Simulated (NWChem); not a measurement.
# acetylene (C2H2)

```xyz
4

C      0.0000     0.0000    -0.6043
C      0.0000     0.0000     0.6043
H      0.0000     0.0000    -1.6792
H      0.0000     0.0000     1.6792
```
Charge 0, spin multiplicity 1.

Everything below was run with NWChem. The geometry was optimised at PBE0/def2-SVP, a minimum by its harmonic frequencies.

Static limit.

The correlated methods keep 2 core orbitals frozen.

**Question.** Give the polarisability tensor in bohr³ at CCSD linear response/Sadlej pVTZ, 2 core orbitals frozen, in the frame of the coordinates, and its isotropic mean.

**Answer.** 
```
18.27   0.00   0.00
 0.00  18.27   0.00
 0.00   0.00  31.17
```
Mean (one third of the trace): 22.57 bohr³.
